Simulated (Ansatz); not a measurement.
# CPO (quartet): wave-function methods side by side, def2-TZVPP

An exercise on one series of results from a longer session: the logs are not shown, and one member is left open.

Program: Ansatz 0.2.0, Gaussian basis. Level of theory: def2-TZVPP, core rule «outside noble gas», up to 7 orbitals frozen. These are calculated values, not measurements.

To be run: UHF; ROHF; CCSD(T) on UHF.

2 further runs of the same task are left out: 2 set aside as unsound or not needed.

### What is computed

The geometry is a PBE0/def2-TZVP stationary point (not a proven minimum) of the parent state, kept for this charge and spin.

3 atoms, charge 0, spin multiplicity 4.

Atoms are counted from 1 here; the program's logs count them from 0.

Bond lengths: O1–C2 1.157 Å, C2–P3 1.656 Å. Angles: O1–C2–P3 180.0°.

Geometry (Å):

```
O     0.0000    0.0000    1.3231
C     0.0000    0.0000    0.1664
P     0.0000    0.0000   -1.4895
```

Set-up of the first run:

The input, in.yaml:

```yaml
crystal:
  periodic: [false, false, false]
  atoms:
    - {symbol: O, position_ang: [0.000000, 0.000000, 1.323100]}
    - {symbol: C, position_ang: [0.000000, 0.000000, 0.166400]}
    - {symbol: P, position_ang: [0.000000, 0.000000, -1.489500]}
basis:
  gaussian: {orbitals: def2-TZVPP}
magnetization: {spin_polarized: true, initial_magnetization: 3}
hamiltonian: {xc: hf}
output: {orbitals: {seedname: orbitals}}
```

Launch:

```console
$ ansatz run in.yaml --threads 1 --pin off --events-out ev --progress --plain --max-ram 2560MiB --backend cpu
```

Among the steps run: UHF; ROHF; CCSD(T) on UHF.

One of the session's tables, all rows but one given; the rest of the session is left out.

| method | from UCCSD(T) (kJ/mol) |
| --- | --- |
| ROHF | +1327.5 |
| UHF | +1289.4 |
| UMP2 | ? |
| UCCSD | +58.1 |
| UCCSD(T) | 0 |

Estimate the missing values for UMP2.

**Answer.** from UCCSD(T) (kJ/mol): +119.5. In the column «from UCCSD(T) (kJ/mol)» it lies between UCCSD (+58.1) and UHF (+1289.4).
